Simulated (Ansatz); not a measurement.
Geometry optimisation, RHF/def2-SVP in Ansatz.

input.yaml

```yaml
crystal:
  periodic: [false, false, false]
  atoms:
    - { symbol: C, position_ang: [-0.85911, 0.80375, 0.47671] }
    - { symbol: C, position_ang: [-0.21653, -0.23284, -0.14427] }
    - { symbol: C, position_ang: [1.10747, -0.53054, -0.32124] }
    - { symbol: F, position_ang: [-1.09307, -1.17886, -0.724] }
    - { symbol: H, position_ang: [-1.93495, 0.86598, 0.50423] }
    - { symbol: H, position_ang: [-0.29594, 1.58705, 0.95747] }
    - { symbol: H, position_ang: [1.42053, -1.42368, -0.83725] }
    - { symbol: H, position_ang: [1.8716, 0.10915, 0.08836] }
total_charge: -1
basis:
  gaussian: { orbitals: def2-SVP }
hamiltonian:
  xc: hf
relax:
  f_tol: 0.015
  max_steps: 40
```

Launched with:

```bash
$ ansatz run input.yaml --threads 1 --pin off --max-ram 2048MiB --backend cpu --events-out ev --progress --plain --runs-dir out
```

Where does it end, and by what steps?

The forces met the threshold. Limits of this set-up: an anion without diffuse functions, the dipole of an ion depends on the origin. After 4 steps the energy has fallen by 0.059 eV; F4 moved furthest, 0.06 Å.

```tsv
step	energy less start (eV)	largest force component (eV/Å)	accepted
0	0.0000	1.105	yes
1	-0.0472	0.604	yes
2	-0.0548	0.359	yes
3	-0.0588	0.031	yes
4	-0.0589	0.003	yes
```

```xyz
8
Properties=species:S:1:pos:R:3
C -0.872 0.811 0.482
C -0.209 -0.225 -0.138
C 1.119 -0.544 -0.318
F -1.055 -1.138 -0.698
H -1.954 0.837 0.484
H -0.319 1.606 0.968
H 1.392 -1.444 -0.856
H 1.898 0.096 0.077
```

Whether the end is a true minimum wasn't checked by a vibrational analysis.

Time of the run: 5.8 s on 1 thread of Arm Neoverse V1, on a shared host, peak memory 0.12 GiB.
